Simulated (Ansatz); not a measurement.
# Which method gave which barrier?

Saddle point of CH₈AlN, closed shell (AlNH₄ ([NH2][AlH2]) + CH₄ → CH₅Al ([CH3][AlH2]) + NH₃ (still joined by a long Al–N bond); bonds formed: Al1–C6, N2–H5; bonds broken: H5–C6; bonds weakened to dative contacts: Al1–N2), PBE0-D4/def2-TZVP structure:

```xyz
11
angstrom
Al -0.3448 -0.0945 -1.0397
N 1.1293 0.9406 -0.4020
H 0.0927 -1.4126 -1.8096
H -1.6065 0.7817 -1.4425
H 0.4454 0.2565 0.5328
C -0.5598 -0.6072 1.0519
H 1.0828 1.9481 -0.3392
H 2.0857 0.6517 -0.5526
H 0.0840 -1.3245 1.5661
H -1.3952 -1.2056 0.6515
H -1.0135 0.0659 1.7833
```

Program: Ansatz 0.2.0. Basis: def2-TZVPP, with def2-QZVPP for the basis limit. Cores are frozen in the correlated methods. Extrapolation: Hartree–Fock as exp(−7.88 √X), correlation as X^−2.97. Four methods, as single points on the PBE0-D4 structures, gave these electronic barriers from the start structure: 18.18, 27.16, 35.36, 45.61 kcal/mol.

**Question.** The methods were, in alphabetical order, BHLYP-D4, HF, r2SCAN-D4, SPW92. Which gave which? (Judge from chemistry; the calculation decides.)

**Answer.** By the calculation: SPW92 18.18; r2SCAN-D4 27.16; BHLYP-D4 35.36; HF 45.61 kcal/mol. For comparison, CCSD(T) at an estimated basis limit (MP2 extrapolated from triple and quadruple zeta, plus CCSD(T) − MP2 in triple zeta) gives 32.43 kcal/mol.

The T1 diagnostic stays at or below 0.012. The start structure is not quite a true minimum (one mode of 58i cm⁻¹).

Labels in which every atom is bracketed show which atoms are joined, not bond orders.

For scale, one of the runs: CCSD(T)/def2-TZVPP, 216 basis functions, launched by `ansatz run in.yaml --threads 2 --pin off --events-out ev --progress --plain --max-ram 4352MiB`. Time: 67 s of wall clock on 2 CPU threads of an Arm Neoverse V1; the host was shared. Peak host memory: 3.1 GiB.
